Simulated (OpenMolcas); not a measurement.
**Predicting a hybrid from its neighbours: C2H6Si**

C2H6Si has 9 atoms, charge 0, and is taken as a singlet. SMILES: `CC[SiH]`. The coordinates come from a PBE0-D4/def2-TZVP relaxation. This is one conformer, not always the lowest.

The HOMO–LUMO gap y, in eV, basis cc-pVDZ; a is the functional's share of exact exchange. Programs: OpenMolcas 26.06.

```
functional     program     a  y (eV)
    r2SCAN  OpenMolcas     0    2.18
      TPSS  OpenMolcas     0    2.05
     B3LYP  OpenMolcas   0.2       ?
      PBE0  OpenMolcas  0.25    3.75
     BHLYP  OpenMolcas   0.5    5.69
```

Problem. Fit y = c + s·a to the known rows and predict B3LYP.

Solution. 
1. Means of the 4 rows: a = 0.1875, y = 3.417.
2. Σ(Δa)² = 0.17188, Σ(Δa·Δy) = 1.2194, so the slope is 1.2194/0.17188 = 7.0945.
3. Intercept: 3.417 − (7.0945) × 0.1875 = 2.087. The largest residual of the fit is 0.11.
4. B3LYP: 2.087 + (7.0945) × 0.2 = 3.51 eV.

The run gave 3.39 eV, so the prediction is off by +0.12 eV, about the largest residual. Exact exchange lowers occupied levels and raises empty ones. The rows mix families of semi-local functionals, which the line can't see.
